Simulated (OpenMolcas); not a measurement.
# C2HCl2F (SMILES FC=C(Cl)Cl) at SCAN/ANO-R2 (DKH8, RICD fitting)

What is the vertical ionisation energy of C2HCl2F at SCAN/ANO-R2 (DKH8, RICD fitting)? 

The results are computed with OpenMolcas 26.06.

## Step 1: The system as given

The species is C2HCl2F (6 atoms), meant as a singlet with charge 0. As SMILES, `FC=C(Cl)Cl`. The coordinates come from a GFN2-xTB relaxation.

Bond lengths: F1–C2 1.336 Å, C2–C3 1.329 Å, C3–Cl4 1.714 Å, C3–Cl5 1.714 Å, C2–H6 1.079 Å. Angles: F1–C2–C3 121.8°, C2–C3–Cl4 123.7°, C2–C3–Cl5 120.2°, Cl4–C3–Cl5 116.1°, F1–C2–H6 113.4°, C3–C2–H6 124.8°.

## Step 2: The energy at SCAN/ANO-R2 (DKH8, RICD fitting)

Input file job.input:

```
>>> EXPORT MOLCAS_PRINT=2

&GATEWAY
  Coord
  6
  angstrom
  F        0.377390      -1.455220       1.030310
  C        0.337900      -0.177220       0.642990
  C       -0.250130       0.193360      -0.490060
  Cl      -1.011930      -0.900910      -1.567580
  Cl      -0.276230       1.844560      -0.948520
  H        0.823010       0.495430       1.332860
  Basis=ANO-R2
  Group=NoSym
  RICD

&SEWARD
  Relativistic=R08O02
  Expert

&SCF
  KSDFT=2
  1.0 MGGA_X_SCAN
  1.0 MGGA_C_SCAN
  PrOrbitals=0
```

Run with:

```console
export MOLCAS_MEM=1860
pymolcas job.input > job.log
```

What it wrote:

```text
--- Start Module: gateway ---
[...]
--- Stop Module: gateway /rc=_RC_ALL_IS_WELL_ ---
[...]
--- Start Module: seward ---
[...]
 ###    WARNING:  EXPERT option is ON!                                       ###
 ###############################################################################
               SEWARD will generate:
[...]
      Basis functions          191
--- Stop Module: seward /rc=_RC_ALL_IS_WELL_ ---
[...]
--- Start Module: scf ---
[...]
       Convergence after  13 Iterations
[...]
::    Total KS-DFT energy                           -1100.1112290093
[...]
      Total spin, S                                     0.0000000000
[...]
      Total electronic charge=   56.000000
      Total            charge=   -0.000000
[...]
      Dipole Moment (debye):
      Origin of the operator (angstrom)=   -0.3159    0.0530   -0.5725
                   X=  4.5223E-01               Y=  8.0381E-01               Z=  5.9920E-01           Total=  1.0998E+00
      Quadrupole Moment (debye*angstrom):
[...]
--- Stop Module: scf /rc=_RC_ALL_IS_WELL_ ---
[...]
```

It took 62 s on 1 thread of Arm Neoverse V1, shared host; peak memory 0.46 GiB.

## Step 3: The doublet cation, same level

Input file job.input:

```
* C2HCl2F Kohn-Sham DFT

&GATEWAY
  Coord
  6
  angstrom
  F        0.377390      -1.455220       1.030310
  C        0.337900      -0.177220       0.642990
  C       -0.250130       0.193360      -0.490060
  Cl      -1.011930      -0.900910      -1.567580
  Cl      -0.276230       1.844560      -0.948520
  H        0.823010       0.495430       1.332860
  Basis
  ANO-R2
  Group
  NoSym
  RICD

&SEWARD
  Relativistic
  R08O02
  Expert

&SCF
  UHF
  Charge
  1
  Spin
  2
  KSDFT
  2
  1.0 MGGA_X_SCAN
  1.0 MGGA_C_SCAN
  PrOrbitals
  0
```

Run with:

```console
export MOLCAS_MEM=1860
pymolcas job.input > job.log
```

What it wrote:

```text
--- Start Module: gateway ---
[...]
--- Stop Module: gateway /rc=_RC_ALL_IS_WELL_ ---
[...]
--- Start Module: seward ---
[...]
 ###    WARNING:  EXPERT option is ON!                                       ###
 ###############################################################################
               SEWARD will generate:
[...]
      Basis functions          191
--- Stop Module: seward /rc=_RC_ALL_IS_WELL_ ---
[...]
--- Start Module: scf ---
[...]
       Convergence after  23 Iterations
[...]
::    Total KS-DFT energy                           -1099.7631189091
[...]
      Total spin, S                                     0.5016375355
[...]
      Total electronic charge=   55.000000
      Total            charge=    1.000000
[...]
      Dipole Moment (debye):
      Origin of the operator (angstrom)=   -0.3159    0.0530   -0.5725
                   X=  8.9340E-01               Y=  1.1719E+00               Z=  1.2901E+00           Total=  1.9586E+00
      Center of Charge (angstrom)
[...]
--- Stop Module: scf /rc=_RC_ALL_IS_WELL_ ---
[...]
```

It took 2.3 min on 1 thread of Arm Neoverse V1, shared host; peak memory 0.47 GiB.

## Step 4: What came out

At SCAN/ANO-R2 (DKH8, RICD fitting):

```
                                          quantity           value
                     singlet C2HCl2F: total energy  -1100.11123 Eh
                    singlet C2HCl2F: dipole moment          1.10 D
                      singlet C2HCl2F: HOMO energy        -6.44 eV
                      singlet C2HCl2F: LUMO energy        -1.25 eV
                    singlet C2HCl2F: HOMO–LUMO gap         5.19 eV
                      doublet cation: total energy  -1099.76312 Eh
doublet cation: HOMO energy (highest over α and β)       -13.78 eV
 doublet cation: LUMO energy (lowest over α and β)       -12.50 eV
                              doublet cation: ⟨S²⟩           0.753
vertical ionisation energy (to the doublet cation)        9.473 eV
```

In words: This program's gradients are faulty for this kind of reference, so any forces in the log (doublet cation) can't be trusted; the energy can. The vertical ionisation energy comes to 9.47 eV (914 kJ/mol). The negative HOMO energy of the first species, 6.44 eV, lies 3.03 eV below that difference.
